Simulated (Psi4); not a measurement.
# PF3 (SMILES FP(F)F): a chain of runs, part 2 of 2

Psi4 1.11.

## Step 4: The energy at CCSD(T)/cc-pVDZ (run 3)

calc.py

```python
import psi4

psi4.set_memory('1600 MB')
psi4.set_num_threads(1)
psi4.set_output_file('output.dat', False)

geom = psi4.geometry("""
0 1
P
F 1 1.607518
F 1 1.607893 2 96.86518
F 1 1.607808 2 96.88405 3 97.86087
""")

psi4.set_options(dict(basis='cc-pVDZ', scf_type='pk', freeze_core=True))

result, w = psi4.energy("ccsd(t)", return_wfn=True)
print(f'ccsd(t) energy: {result:.10f} Eh')
```

Run with:

```bash
$ python calc.py
```

output.dat, cut to the lines that bear on the results:

```text
[...]
  Running in c1 symmetry.
[...]
  Nuclear repulsion =  186.744302540968704
[...]
  Multiplicity = 1
[...]
  Nalpha       = 21
  Nbeta        = 21
[...]
    Number of basis functions: 60
[...]
   @RHF iter   1:  -639.06131455471564   -7.19416e-01   7.43284e-03 DIIS/ADIIS
[...]
   @RHF iter  11:  -639.13923205816127   -1.02318e-12   2.07298e-09 DIIS
[...]
    Orbital Energies [Eh]
    ---------------------
    Doubly Occupied:
       1A    -80.162942     2A    -26.339183     3A    -26.339146
       4A    -26.339099     5A     -7.683520     6A     -5.576441
       7A     -5.576439     8A     -5.572918     9A     -1.678084
      10A     -1.626666    11A     -1.626594    12A     -0.916620
      13A     -0.773465    14A     -0.773421    15A     -0.752647
      16A     -0.707652    17A     -0.707613    18A     -0.664114
      19A     -0.664084    20A     -0.655159    21A     -0.477421
[...]
  @RHF Final Energy:  -639.13923205816127
   => Energetics <=
    Nuclear Repulsion Energy =            186.7443025409687039
    One-Electron Energy =               -1260.5406090870592379
    Two-Electron Energy =                 434.6570744879293215
    Total Energy =                       -639.1392320581612694
[...]
 Multipole Moments:
 ------------------------------------------------------------------------------------
     Multipole            Electronic (a.u.)      Nuclear  (a.u.)        Total (a.u.)
 ------------------------------------------------------------------------------------
 L = 1.  Multiply by 2.5417464519 to convert [e a0] to [Debye]
 Dipole X            :         -0.2859604           -0.2110113           -0.4969717
 Dipole Y            :         -0.2495404           -0.1838993           -0.4334396
 Dipole Z            :         -0.2208593           -0.1631554           -0.3840147
 Magnitude           :                                                    0.7630977
[...]
      * MP2 total energy                      = -639.812585230778609
[...]
      * CCSD total energy                     = -639.823701020760836
[...]
      * CCSD(T) total energy                  = -639.836959151914130
```

On the terminal:

```text
ccsd(t) energy: -639.8369591519 Eh
```

Wall time 11 s (1 thread of AMD EPYC 9R45 (Zen 5), shared host); peak memory 0.29 GiB.

## Step 5: The vertical excitations at TD-SVWN-RPA/pcseg-1 (density fitting, save jk yes) (run 4)

f3p.dat

```
memory 1.6 GB

molecule geom {
  0 1
  P
  F 1 R2
  F 1 R3 2 A3
  F 1 R4 2 A4 3 D4

  R2 = 1.607518
  R3 = 1.607893
  A3 = 96.86518
  R4 = 1.607808
  A4 = 96.88405
  D4 = 97.86087
  units angstrom
}

set basis pcseg-1
set reference rks
set save_jk true

from psi4.driver.procrouting.response.scf_response import tdscf_excitations
energy_value, wavefunction = energy("svwn", return_wfn=True)
states = tdscf_excitations(wavefunction, states=4, tda=False)
```

Run with:

```bash
$ psi4 -i f3p.dat -o f3p.out -n 1
```

f3p.out:

```text
Psi4 1.11 release

   => Loading Basis Set <=

    Name: PCSEG-1
    Role: ORBITAL
    Keyword: BASIS

         ---------------------------------------------------------
                                   SCF
                              RKS Reference
                        1 Threads,   1525 MiB Core
         ---------------------------------------------------------

  ==> Geometry <==

    Molecular point group: c1
    Full point group: C1

    Geometry (in Angstrom), charge = 0, multiplicity = 1:

       Center              X                  Y                   Z               Mass
    ------------   -----------------  -----------------  -----------------  -----------------
         P           -0.341490930476    -0.297614147056    -0.264043163700    30.973761998420
         F           -0.341490930476    -0.297614147056     1.343474836300    18.998403162730
         F           -0.341490930476     1.298750531218    -0.456240232894    18.998403162730
         F            1.239726483886    -0.515925617799    -0.456755786859    18.998403162730

  Running in c1 symmetry.

  Rotational constants: A =      0.24752  B =      0.24727  C =      0.15326 [cm^-1]
  Rotational constants: A =   7420.39865  B =   7412.97260  C =   4594.48401 [MHz]
  Nuclear repulsion =  186.744302540968704

  Charge       = 0
  Multiplicity = 1
  Electrons    = 42
  Nalpha       = 21
  Nbeta        = 21

  ==> Algorithm <==

  SCF Algorithm Type is DF.
  DIIS enabled.
  MOM disabled.
  Fractional occupation disabled.
  Guess Type is SAD.
  Energy threshold   = 1.00e-06
  Density threshold  = 1.00e-06
  Integral threshold = 1.00e-12

  ==> Primary Basis <==

  Basis Set: PCSEG-1
    Blend: PCSEG-1
    Number of shells: 26
    Number of basis functions: 60
    Number of Cartesian functions: 64
    Spherical Harmonics?: true
    Max angular momentum: 2

  ==> DFT Potential <==

   => LibXC <=

    Version 7.1.2

   => Composite Functional: SVWN <=

    Slater exchange
    Vosko, Wilk & Nusair (VWN5_RPA)

    Deriv               =              1
    GGA                 =          FALSE
    Meta                =          FALSE

    Exchange Hybrid     =          FALSE
    MP2 Hybrid          =          FALSE

   => Exchange Functionals <=

    1.0000         XC_LDA_X

   => Correlation Functionals <=

    1.0000   XC_LDA_C_VWN_RPA

   => LibXC Density Thresholds  <==

    XC_LDA_C_VWN_RPA:  1.00E-15
    XC_LDA_X:  1.00E-15

   => Molecular Quadrature <=

    Radial Scheme          =       TREUTLER
    Pruning Scheme         =           NONE
    Nuclear Scheme         =       TREUTLER

    Blocking Scheme        =         OCTREE
    BS radius alpha        =              1
    Pruning alpha          =              1
    Radial Points          =             75
    Spherical Points       =            302
    Total Points           =          87605
    Total Blocks           =            712
    Max Points             =            256
    Max Functions          =             59
    Weights Tolerance      =       1.00E-15

   => Loading Basis Set <=

    Name: (PCSEG-1 AUX)
    Role: JKFIT
    Keyword: DF_BASIS_SCF

  ==> Integral Setup <==

  DFHelper Memory: AOs need 0.011 GiB; user supplied 1.085 GiB.
  SCF_SUBTYPE=INCORE selected. In-core MEM_DF algorithm will be used.
  Using in-core AOs.

  ==> MemDFJK: Density-Fitted J/K Matrices <==

    J tasked:                   Yes
    K tasked:                    No
    wK tasked:                   No
    Memory [MiB]:              1110
    Algorithm:                 Core
    Schwarz Cutoff:           1E-12
    Mask sparsity (%):       0.3333
    Fitting Condition:        1E-10

   => Auxiliary Basis Set <=

  Basis Set: (PCSEG-1 AUX)
    Blend: DEF2-UNIVERSAL-JKFIT
    Number of shells: 113
    Number of basis functions: 359
    Number of Cartesian functions: 434
    Spherical Harmonics?: true
    Max angular momentum: 4

  Cached 100.0% of DFT collocation blocks in 0.033 [GiB].

  Minimum eigenvalue in the overlap matrix is 4.8772306416E-02.
  Reciprocal condition number of the overlap matrix is 1.4755434667E-02.
    Using symmetric orthogonalization.

  ==> Pre-Iterations <==

  SCF Guess: Superposition of Atomic Densities via on-the-fly atomic UHF (no occupation information).

   -------------------------
    Irrep   Nso     Nmo
   -------------------------
     A         60      60
   -------------------------
    Total      60      60
   -------------------------

  ==> Iterations <==

                           Total Energy        Delta E     RMS |[F,P]|

   @DF-RKS iter SAD:  -638.39716201705266   -6.38397e+02   0.00000e+00
   @DF-RKS iter   1:  -638.52268677972688   -1.25525e-01   8.91628e-03 DIIS/ADIIS
   @DF-RKS iter   2:  -638.24344950120872    2.79237e-01   1.79079e-02 DIIS/ADIIS
   @DF-RKS iter   3:  -638.61091879262176   -3.67469e-01   9.50971e-04 DIIS/ADIIS
   @DF-RKS iter   4:  -638.61252661771846   -1.60783e-03   1.77317e-04 DIIS/ADIIS
   @DF-RKS iter   5:  -638.61257172022431   -4.51025e-05   3.50925e-05 DIIS
   @DF-RKS iter   6:  -638.61257356986084   -1.84964e-06   8.11343e-06 DIIS
   @DF-RKS iter   7:  -638.61257363639959   -6.65387e-08   3.30542e-06 DIIS
   @DF-RKS iter   8:  -638.61257364952348   -1.31239e-08   2.28953e-07 DIIS
  Energy and wave function converged.

  ==> Post-Iterations <==

   Electrons on quadrature grid:
      Ntotal   =   41.9999674784 ; deviation = -3.252e-05

    Orbital Energies [Eh]
    ---------------------

    Doubly Occupied:

       1A    -76.166257     2A    -24.135135     3A    -24.135034
       4A    -24.134995     5A     -6.444806     6A     -4.699086
       7A     -4.699084     8A     -4.691184     9A     -1.189127
      10A     -1.139395    11A     -1.139332    12A     -0.639216
      13A     -0.528472    14A     -0.528447    15A     -0.489883
      16A     -0.450522    17A     -0.450449    18A     -0.413631
      19A     -0.413610    20A     -0.400959    21A     -0.319847

    Virtual:

      22A     -0.077818    23A     -0.077723    24A      0.019335
      25A      0.167391    26A      0.188840    27A      0.194957
      28A      0.194979    29A      0.462748    30A      0.462786
      31A      0.482162    32A      0.724511    33A      0.724658
      34A      0.896681    35A      0.898609    36A      0.898782
      37A      0.971763    38A      0.971800    39A      1.024842
      40A      1.029590    41A      1.132974    42A      1.133102
      43A      1.694243    44A      1.694437    45A      1.999765
      46A      2.250674    47A      2.288511    48A      2.288556
      49A      2.291884    50A      2.300742    51A      2.300795
      52A      2.305243    53A      2.305325    54A      2.307163
      55A      2.487828    56A      2.487914    57A      2.511116
      58A      2.756836    59A      2.991246    60A      2.991450

    Final Occupation by Irrep:
              A
    DOCC [    21 ]
    NA   [    21 ]
    NB   [    21 ]

  @DF-RKS Final Energy:  -638.61257364952348

   => Energetics <=

    Nuclear Repulsion Energy =            186.7443025409687039
    One-Electron Energy =               -1260.4693768177439779
    Two-Electron Energy =                 487.4270946447595634
    DFT Exchange-Correlation Energy =     -52.3145940175077300
    Empirical Dispersion Energy =           0.0000000000000000
    VV10 Nonlocal Energy =                  0.0000000000000000
    Total Energy =                       -638.6125736495234833

Computation Completed

Properties will be evaluated at   0.000000,   0.000000,   0.000000 [a0]

Properties computed using the SCF density matrix

 Multipole Moments:

 ------------------------------------------------------------------------------------
     Multipole            Electronic (a.u.)      Nuclear  (a.u.)        Total (a.u.)
 ------------------------------------------------------------------------------------

 L = 1.  Multiply by 2.5417464519 to convert [e a0] to [Debye]
 Dipole X            :         -0.1419276           -0.2110113           -0.3529389
 Dipole Y            :         -0.1239637           -0.1838993           -0.3078629
 Dipole Z            :         -0.1094388           -0.1631554           -0.2725942
 Magnitude           :                                                    0.5418976

 ------------------------------------------------------------------------------------

	total time  =          1 seconds =       0.02 minutes

******************************************************************************************
**********                               WARNING                                **********
**********       The names of excited state variables changed between 1.5       **********
**********     and 1.6. For a quick solution, remove the symmetry specifier     **********
**********   from the variable name. For full details, see 'Notes on Psivars'   **********
**********                        in the documentation.                         **********
******************************************************************************************

         ---------------------------------------------------------
                         TDSCF excitation energies
         ---------------------------------------------------------

  ==> Options <==

     Residual threshold  : 1.0000e-04
     Initial guess       : denominators
     Reference           : RHF
     Solver type         : RPA (Hamiltonian)

  ==> Requested Excitations <==

      4 singlet states with A symmetry

  ==> Seeking the lowest 4 singlet states with A symmetry

                        Generalized Hamiltonian Solver

  ==> Options <==

    Max number of iterations        = 60
    Eigenvector tolerance           = 1.0000e-04
    Max number of expansion vectors = 800

  => Iterations <=
                              Max[D[value]]     Max[|R|]   # vectors
  HamiltonianSolver iter   1:   3.41327e-01  1.76481e-01     16
  HamiltonianSolver iter   2:   1.29334e-02  8.93433e-02     20
  HamiltonianSolver iter   3:   7.16586e-04  2.88402e-02     28
  HamiltonianSolver iter   4:   7.22161e-04  3.01354e-02     36
  HamiltonianSolver iter   5:   6.76423e-05  9.48023e-03     44
  HamiltonianSolver iter   6:   8.68212e-06  3.23109e-03     52
  HamiltonianSolver iter   7:   9.90918e-07  1.06650e-03     60
  HamiltonianSolver iter   8:   6.84166e-08  4.62506e-04     68
  HamiltonianSolver iter   9:   9.37618e-09  1.65837e-04     72
  HamiltonianSolver iter  10:   8.50102e-10  6.13570e-05     76      Converged

******************************************************************************************
**********                               WARNING                                **********
**********  Length-gauge rotatory strengths are **NOT** gauge-origin invariant  **********
******************************************************************************************

                                    Excitation Energy         Total Energy        Oscillator Strength             Rotatory Strength
     #   Sym: GS->ES (Trans)        au              eV              au          au (length)    au (velocity)    au (length)    au (velocity)
    ---- -------------------- --------------- --------------- --------------- --------------- --------------- --------------- ---------------
     1        A->A (1 A)       0.28579         7.77670        -638.32679       0.1328          0.1320         -0.0000         -0.0000
     2        A->A (1 A)       0.28588         7.77914        -638.32670       0.1327          0.1319          0.0000          0.0000
     3        A->A (1 A)       0.33709         9.17277        -638.27548       0.0421          0.0523          0.0000         -0.0001
     4        A->A (1 A)       0.33715         9.17428        -638.27543       0.0416          0.0520         -0.0000          0.0001

Contributing excitations and de-excitations
Only contributions with abs(coeff) > 1.00e-01 will be printed:

Excited State    1 (1 A):   0.28579 au   159.43 nm f = 0.1328
  Sums of squares: Xssq =  1.009635e+00; Yssq =  9.635267e-03; Xssq - Yssq =  1.000000e+00
     15a  ->  22a    -0.100739 ( 1.015%)
     20a  ->  23a    -0.197378 ( 3.896%)
     21a  ->  22a     0.964217 (92.972%)

Excited State    2 (1 A):   0.28588 au   159.38 nm f = 0.1327
  Sums of squares: Xssq =  1.009624e+00; Yssq =  9.623732e-03; Xssq - Yssq =  1.000000e+00
     15a  ->  23a    -0.100777 ( 1.016%)
     20a  ->  22a     0.198220 ( 3.929%)
     21a  ->  23a     0.964066 (92.942%)

Excited State    3 (1 A):   0.33709 au   135.17 nm f = 0.0421
  Sums of squares: Xssq =  1.001926e+00; Yssq =  1.925577e-03; Xssq - Yssq =  1.000000e+00
     16a  ->  22a     0.126220 ( 1.593%)
     16a  ->  23a     0.118955 ( 1.415%)
     17a  ->  22a     0.119508 ( 1.428%)
     17a  ->  23a    -0.126084 ( 1.590%)
     18a  ->  23a    -0.156921 ( 2.462%)
     18a  ->  24a     0.111368 ( 1.240%)
     19a  ->  22a     0.155066 ( 2.405%)
     20a  ->  22a     0.905186 (81.936%)
     20a  ->  23a    -0.173176 ( 2.999%)
     21a  ->  23a    -0.144193 ( 2.079%)

Excited State    4 (1 A):   0.33715 au   135.14 nm f = 0.0416
  Sums of squares: Xssq =  1.001904e+00; Yssq =  1.904084e-03; Xssq - Yssq =  1.000000e+00
     16a  ->  22a    -0.119235 ( 1.422%)
     16a  ->  23a     0.125416 ( 1.573%)
     17a  ->  22a     0.125751 ( 1.581%)
     17a  ->  23a     0.119167 ( 1.420%)
     18a  ->  22a     0.156803 ( 2.459%)
     19a  ->  23a     0.167646 ( 2.811%)
     19a  ->  24a     0.111266 ( 1.238%)
     20a  ->  22a    -0.173713 ( 3.018%)
     20a  ->  23a    -0.902961 (81.534%)
     21a  ->  22a    -0.142631 ( 2.034%)

******************************************************************************************
**********                               WARNING                                **********
**********       The names of excited state variables changed between 1.5       **********
**********     and 1.6. For a quick solution, remove the symmetry specifier     **********
**********   from the variable name. For full details, see 'Notes on Psivars'   **********
**********                        in the documentation.                         **********
******************************************************************************************

    Psi4 run time: 0:00:07.41
```

Wall time 9 s (1 thread of AMD EPYC 9R45 (Zen 5), shared host); peak memory 0.25 GiB.

The roots found:

```
excited state  energy (eV)  strength  label
            1        7.777    0.1328    A 1
            2        7.779    0.1327    A 1
            3        9.173    0.0421    A 1
            4        9.174    0.0416    A 1
```

## Step 6: Summary of results

This closing draws on all 2 parts.

| quantity | value |
| --- | --- |
| run 1, SVWN-RPA/pcseg-1: total energy at the end | -638.61257 Eh |
| run 1, SVWN-RPA/pcseg-1: dipole moment | 1.38 D |
| run 1, SVWN-RPA/pcseg-1: HOMO energy | -8.70 eV |
| run 1, SVWN-RPA/pcseg-1: LUMO energy | -2.12 eV |
| run 1, SVWN-RPA/pcseg-1: HOMO–LUMO gap | 6.59 eV |
| run 2, SVWN-RPA/pcseg-1: lowest harmonic wavenumber | 286 cm⁻¹ |
| run 2, SVWN-RPA/pcseg-1: highest harmonic wavenumber | 837 cm⁻¹ |
| run 2, SVWN-RPA/pcseg-1: zero-point energy | 20.6 kJ/mol |
| run 2, SVWN-RPA/pcseg-1: ideal-gas entropy at 298.15 K (symmetry number 3 as used) | 66.3 cal/(mol K) |
| run 3, CCSD(T)/cc-pVDZ: total energy | -639.83696 Eh |
| run 3, CCSD(T)/cc-pVDZ: HOMO energy (Hartree–Fock orbitals) | -12.99 eV |
| run 3, CCSD(T)/cc-pVDZ: LUMO energy (Hartree–Fock orbitals) | 3.70 eV |
| run 3, CCSD(T)/cc-pVDZ: HOMO–LUMO gap (Hartree–Fock orbitals) | 16.69 eV |
| run 3, CCSD(T)/cc-pVDZ: correlation energy (8 core orbitals frozen) | -697.7 mEh |
| run 3, CCSD(T)/cc-pVDZ: (T) correction | -13.26 mEh |
| run 3, CCSD(T)/cc-pVDZ: T1 diagnostic | 0.014 |
| run 4, TD-SVWN-RPA/pcseg-1: ground-state or mean-field energy | -638.61257 Eh |
| run 4, TD-SVWN-RPA/pcseg-1: dipole moment (SVWN-RPA Kohn–Sham density) | 1.38 D |
| run 4, TD-SVWN-RPA/pcseg-1: HOMO energy (SVWN-RPA Kohn–Sham orbitals) | -8.70 eV |
| run 4, TD-SVWN-RPA/pcseg-1: LUMO energy (SVWN-RPA Kohn–Sham orbitals) | -2.12 eV |
| run 4, TD-SVWN-RPA/pcseg-1: HOMO–LUMO gap (SVWN-RPA Kohn–Sham orbitals) | 6.59 eV |
| run 4, TD-SVWN-RPA/pcseg-1: lowest excitation energy | 7.78 eV |

In words: The optimisation (run 1, SVWN-RPA/pcseg-1) took 7 steps and changed the energy by -0.048 eV. All 6 modes (run 2, SVWN-RPA/pcseg-1) are real, so the shape is a minimum at this level. At SVWN-RPA/pcseg-1: Experiment gives 1.03 D for the dipole moment (NIST CCCBDB), so the computed value is 0.35 D (34 %) too high. The triples (run 3, CCSD(T)/cc-pVDZ) make up 1.9 % of the correlation energy. The brightest of the 4 transitions from the ground state lies at 7.78 eV (159 nm, f = 0.265, degenerate roots summed). The basis has no diffuse functions, so Rydberg states are missing or pushed up, and the true lowest state may lie lower.
